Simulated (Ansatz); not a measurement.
Geometry optimisation, RKS PBE0-D4/6-31G* in Ansatz 0.2.0.

The input (input.yaml):

```yaml
crystal:
  periodic: [false, false, false]
  atoms:
    - { symbol: C, position_ang: [-0.30846, 0.59589, -1.14785] }
    - { symbol: C, position_ang: [-0.08615, -0.06263, 0.03772] }
    - { symbol: C, position_ang: [1.15378, -0.45015, 0.48789] }
    - { symbol: S, position_ang: [-1.52935, -0.76009, 0.88244] }
    - { symbol: H, position_ang: [0.29113, 0.95536, -0.05948] }
    - { symbol: H, position_ang: [-1.30221, 0.88815, -1.45632] }
    - { symbol: H, position_ang: [1.27955, -0.95966, 1.4324] }
    - { symbol: H, position_ang: [2.03869, -0.31017, -0.11896] }
    - { symbol: H, position_ang: [-1.74696, 0.26631, 1.7215] }
total_charge: 1
basis:
  gaussian: { orbitals: "6-31G*" }
hamiltonian:
  xc: pbe0
  dispersion: d4
relax:
  f_tol: 0.02
  max_steps: 50
```

Launched with:

```bash
$ ansatz run input.yaml --threads 1 --pin off --max-ram 2048MiB --backend cpu --events-out ev --progress --plain --runs-dir out
```

**Question.** Where does it end, and by what steps?

**Answer.** The run converged. Limits of this set-up: the dipole of an ion depends on the origin. After 42 steps the energy has fallen by 6.098 eV; H7 moved furthest, 1.66 Å. Parted: C2–H5. Joined: C1–C3.

```json
{"step": "0", "energy less start (eV)": "0.0000", "largest force component (eV/Å)": "5.621", "accepted": "yes"}
{"step": "2", "energy less start (eV)": "-1.8502", "largest force component (eV/Å)": "2.920", "accepted": "yes"}
{"step": "4", "energy less start (eV)": "-4.1122", "largest force component (eV/Å)": "2.823", "accepted": "yes"}
{"step": "6", "energy less start (eV)": "-5.1041", "largest force component (eV/Å)": "0.919", "accepted": "yes"}
{"step": "8", "energy less start (eV)": "-5.3631", "largest force component (eV/Å)": "0.721", "accepted": "yes"}
{"step": "10", "energy less start (eV)": "-5.4213", "largest force component (eV/Å)": "0.230", "accepted": "yes"}
{"step": "12", "energy less start (eV)": "-5.4691", "largest force component (eV/Å)": "0.229", "accepted": "yes"}
{"step": "14", "energy less start (eV)": "-5.4668", "largest force component (eV/Å)": "0.333", "accepted": "no"}
{"step": "16", "energy less start (eV)": "-5.4878", "largest force component (eV/Å)": "0.060", "accepted": "yes"}
{"step": "18", "energy less start (eV)": "-5.4880", "largest force component (eV/Å)": "0.055", "accepted": "yes"}
{"step": "20", "energy less start (eV)": "-5.4886", "largest force component (eV/Å)": "0.048", "accepted": "yes"}
{"step": "22", "energy less start (eV)": "-5.4889", "largest force component (eV/Å)": "0.055", "accepted": "yes"}
{"step": "24", "energy less start (eV)": "-5.4900", "largest force component (eV/Å)": "0.099", "accepted": "yes"}
{"step": "26", "energy less start (eV)": "-5.4910", "largest force component (eV/Å)": "0.086", "accepted": "yes"}
{"step": "28", "energy less start (eV)": "-5.4917", "largest force component (eV/Å)": "0.391", "accepted": "no"}
{"step": "30", "energy less start (eV)": "-5.5006", "largest force component (eV/Å)": "0.196", "accepted": "yes"}
{"step": "32", "energy less start (eV)": "-5.5352", "largest force component (eV/Å)": "0.637", "accepted": "yes"}
{"step": "34", "energy less start (eV)": "-5.6335", "largest force component (eV/Å)": "2.190", "accepted": "yes"}
{"step": "36", "energy less start (eV)": "-5.8505", "largest force component (eV/Å)": "1.687", "accepted": "yes"}
{"step": "38", "energy less start (eV)": "-5.9617", "largest force component (eV/Å)": "1.552", "accepted": "yes"}
{"step": "40", "energy less start (eV)": "-6.0647", "largest force component (eV/Å)": "0.240", "accepted": "yes"}
{"step": "42", "energy less start (eV)": "-6.0977", "largest force component (eV/Å)": "0.010", "accepted": "yes"}
```

```xyz
9
Properties=species:S:1:pos:R:3
C 0.035 0.447 -0.632
C -0.312 -0.109 0.661
C 1.014 -0.409 0.162
S -1.354 -0.334 1.886
H 0.195 1.525 -0.684
H -0.459 0.021 -1.506
H 1.206 -1.434 -0.160
H 1.857 0.072 0.660
H -2.392 0.383 1.393
```

The run took 120 s on 1 CPU thread of a shared host.
